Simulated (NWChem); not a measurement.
System: HCl cation, doublet; SMILES of the neutral closed-shell parent Cl

The following NWChem deck was run.

```
start job
memory heap 200 mb stack 700 mb global 900 mb
charge 1
geometry units angstroms noautosym nocenter noautoz
  Cl     0.000000     0.000000     0.081352
  H      0.000000     0.000000    -1.264715
end
basis spherical
  Cl library def2-svp
  H library def2-svp
end
dft
  odft
  mult 2
  xc m06-2x
  iterations 150
end
cosmo
  dielec 3.9
end
task dft energy
```

The state is orbitally degenerate and is run as one real component. All runs use the structure optimised with B3LYP/6-31G* (spherical d), spin-unrestricted. The spin multiplicity was typed, not searched, and may not be the lowest. No stability test was run on the SCF state.

Level: M06-2X/def2-SVP with COSMO at NWChem's default radii, gas-phase geometry; the question gives the dielectric constant. Reactions with the solvent are ignored.

Task: What results follow from this input? (M06-2X/def2-SVP, spin-unrestricted, COSMO on the gas-phase geometry.) Quantities: electrostatic solvation energy (kcal/mol).

Result: 
- electrostatic solvation energy (kcal/mol) = -62.0
